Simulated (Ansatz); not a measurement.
Graphite was calculated with r²SCAN+rVV10 (Ansatz, a quantum-chemistry and plane-wave program, PAW).

Run with plane-wave cutoff 500 eV, 18×18×6 k mesh (along the axes of the cell as run), Fermi–Dirac smearing 0.05 eV, scalar-relativistic PAW data made under PBE.

Computed at the level's own relaxed cell.

What does this level give for the volume per atom, equilibrium lattice constant a and c axis length?


- volume per atom: 8.71 Å³/atom
- equilibrium lattice constant a: 2.455 Å
- c axis length: 6.676 Å

Measured, for comparison: lattice constant a 2.461 Å (300 K, no zero-point or thermal correction, our sources range from 2.456 to 2.461; as tabulated in Wikipedia's data pages); lattice parameter c 6.67 Å (low temperature, zero-point motion not removed; as tabulated in Berland et al. (2010), arXiv:1007.3305). Computed (rounded) less measured: lattice constant a -0.2 % (0.0 % to -0.2 % over the range), lattice parameter c +0.1 %.

Computed values are for the static lattice.
